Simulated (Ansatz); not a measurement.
# AlH₄NSi (SMILES [AlH2][N]=[SiH2]): functionals against CCSD(T) at one geometry

The task here is to estimate one member of a computed series from the others.

Computed with Ansatz 0.2.0, Gaussian basis. Level: single points in def2-TZVPP.

Cores are frozen in the correlated methods.

**The system as given**

SMILES `[AlH2][N]=[SiH2]`, 7 atoms, charge 0, spin multiplicity 1.

Atoms are counted from 1 here; the program's logs count them from 0.

Bond lengths: Al1–N2 1.811 Å, Al1–H4 1.578 Å, Al1–H5 1.546 Å, N2–Si3 1.593 Å, Si3–H6 1.508 Å, Si3–H7 1.513 Å. Angles: N2–Al1–H4 124.8°, N2–Al1–H5 122.0°, H4–Al1–H5 112.9°, Al1–N2–Si3 178.5°, N2–Si3–H6 129.2°, N2–Si3–H7 125.1°, H6–Si3–H7 105.6°.

As a file:

```xyz
7
charge 0, multiplicity 1
Al   -1.47250    0.33790   -0.86930
N     0.04690   -0.01810    0.04870
Si    1.37780   -0.37260    0.85000
H    -1.80420   -0.21440   -2.30960
H    -2.51790    1.35680   -0.36040
H     1.80550    0.06410    2.22860
H     2.45440   -1.32260    0.37180
```

Set-up of the first run:

The input, run/in.yaml:

```yaml
crystal:
  periodic: [false, false, false]
  atoms:
    - {symbol: Al, position_ang: [-1.472500, 0.337900, -0.869300]}
    - {symbol: N, position_ang: [0.046900, -0.018100, 0.048700]}
    - {symbol: Si, position_ang: [1.377800, -0.372600, 0.850000]}
    - {symbol: H, position_ang: [-1.804200, -0.214400, -2.309600]}
    - {symbol: H, position_ang: [-2.517900, 1.356800, -0.360400]}
    - {symbol: H, position_ang: [1.805500, 0.064100, 2.228600]}
    - {symbol: H, position_ang: [2.454400, -1.322600, 0.371800]}
basis:
  gaussian: {orbitals: def2-TZVPP}
correlation: {method: ccsd_t}
output: {forces: true}
```

No record of the launch command was kept for these runs.

Among the steps run: CCSD(T)/def2-TZVPP; PBE0-D4/def2-TZVPP; wB97M-V/def2-TZVPP; r2SCAN-D4/def2-TZVPP; PBE-D4/def2-TZVPP; BHLYP-D4/def2-TZVPP; HSE06-D4/def2-TZVPP.

One table of the session follows, with a row left open; its other results are not shown here.

| method | RMS force component (eV/Å) | angle to CCSD(T) forces (°) | dipole (D) |
| --- | --- | --- | --- |
| CCSD(T) | 0.322 | reference | 2.57 |
| PBE0-D4 | 0.379 | 25.5 | 2.71 |
| wB97M-V | 0.362 | 25.9 | 2.81 |
| r2SCAN-D4 | ? | ? | ? |
| PBE-D4 | 0.322 | 20.7 | 2.48 |
| BHLYP-D4 | 0.465 | 36.8 | 2.94 |
| HSE06-D4 | 0.376 | 24.8 | 2.70 |

Estimate the missing values for r2SCAN-D4.

**Answer.** RMS force component (eV/Å): 0.348; angle to CCSD(T) forces (°): 16.8; dipole (D): 2.63. In the column «RMS force component (eV/Å)» it lies between PBE-D4 (0.322) and wB97M-V (0.362).
